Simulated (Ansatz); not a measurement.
Basis sets compared for the cluster Si3⁻. Total charge -1; doublet. Geometry PBE-D4/def2-TZVPD. Ansatz on 4 threads of Arm Neoverse V2 on a shared host; times are rough, and most runs start from earlier orbitals.

```xyz
3

Si    0.129   -0.730   -1.157
Si   -0.890   -0.277    1.009
Si    0.761    1.007    0.147
```

B3LYP takes the VWN-RPA correlation. At PBE-D4/def2-SVPD, PBE-D4/def2-TZVPD the highest occupied level of the charge -1 doublet lies above zero (up to 0.32 eV). By energy differences its removal costs 2.31 eV (vertical, to the charge 0 triplet, at PBE0-D4/def2-TZVPD). The structure comes from a short search, and lower isomers may exist.

| level | functions | energy (Eh) | HOMO (eV) | LUMO (eV) | wall time |
| --- | --- | --- | --- | --- | --- |
| HF/6-31G | 39 | -866.6078 | -2.47 | 4.35 | 0.21 s |
| PBE-D4/def2-SVPD | 72 | -867.7485 | 0.32 | 0.80 | 1.1 s |
| B3LYP-D4/6-31G | 39 | -868.4010 | -0.28 | 1.34 | 0.56 s |
| PBE0-D4/def2-SVPD | 72 | -867.8180 | -0.54 | 1.51 | 1.1 s |

Problem. Estimate the rows for HF/def2-TZVPD, PBE-D4/def2-TZVPD, B3LYP-D4/def2-TZVPD, PBE0-D4/def2-TZVPD.

Solution. 
| level | functions | energy (Eh) | HOMO (eV) | LUMO (eV) | wall time |
| --- | --- | --- | --- | --- | --- |
| HF/def2-TZVPD | 129 | -866.7518 | -2.49 | 4.47 | 2.3 s |
| PBE-D4/def2-TZVPD | 129 | -868.0452 | 0.21 | 0.71 | 1.8 s |
| B3LYP-D4/def2-TZVPD | 129 | -868.5279 | -0.41 | 1.27 | 2.7 s |
| PBE0-D4/def2-TZVPD | 129 | -868.1118 | -0.63 | 1.43 | 5.5 s |
